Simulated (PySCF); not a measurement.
Species: C5H9N.
SMILES with atom numbers: `[CH:1]#[C:2][CH2:3][C@H:4]([CH3:5])[NH2:6]` (hydrogens: H7 on C1; H8, H9 on C3; H10 on C4; H11, H12, H13 on C5; H14, H15 on N6)

Cartesian coordinates in Å at the GFN2-xTB level; atoms count from 1:
```xyz
15
C5H9N angstrom
C      3.0088   -0.0288   -0.0341
C      1.8902   -0.4543   -0.0370
C      0.5162   -0.9096   -0.0208
C     -0.4537    0.2595    0.2203
C     -1.8729   -0.2577    0.4400
N     -0.4406    1.1074   -0.9632
H      3.9996    0.3152   -0.0371
H      0.3979   -1.6571    0.7676
H      0.2756   -1.3678   -0.9830
H     -0.1260    0.7969    1.1318
H     -2.2050   -0.8031   -0.4395
H     -1.9131   -0.9145    1.3058
H     -2.5549    0.5737    0.6054
H      0.5037    1.4273   -1.1515
H     -1.0301    1.9209   -0.8265
```

A PySCF run (density fitting, gas phase, GFN2-xTB geometry) gave HOMO -5.55 eV, LUMO -0.28 eV, dipole 1.16 D and E = -250.513 Eh.

Problem. Which of these levels was it?
A. CAM-B3LYP/def2-SVPD
B. PBE0/3-21G
C. BP86/aug-cc-pVDZ
D. PBE0/pcSseg-1
E. B97-D/6-311+G(2d,p)

Solution. E. It is B97-D/6-311+G(2d,p). All candidates on this geometry:

| level and settings | kind | basis functions | SCF cycles | E (Eh) | HOMO (eV) | LUMO (eV) | dipole (D) |
| --- | --- | --- | --- | --- | --- | --- | --- |
| BP86/aug-cc-pVDZ | GGA | 219 | 15 | -250.6483 | -5.64 | -0.52 | 1.14 |
| B97-D/6-311+G(2d,p) | GGA | 216 | 15 | -250.5132 | -5.55 | -0.28 | 1.16 |
| PBE0/3-21G, start guess vsap | global hybrid | 72 | 13 | -248.9478 | -6.03 | 1.82 | 1.30 |
| PBE0/pcSseg-1 | global hybrid | 147 | 14 | -250.2925 | -6.85 | 1.13 | 1.22 |
| CAM-B3LYP/def2-SVPD | range-separated hybrid | 192 | 14 | -250.3194 | -8.43 | 1.33 | 1.17 |

The nearest other candidate, by the summed differences of HOMO and LUMO, is BP86/aug-cc-pVDZ: its HOMO differs by -0.09 eV and its LUMO by -0.24 eV. B97-D ran without the empirical dispersion term, which would shift the total energy alone. Cycle counts include a coarse-grid stage where the run had one. All basis functions are spherical, in the Pople sets too.
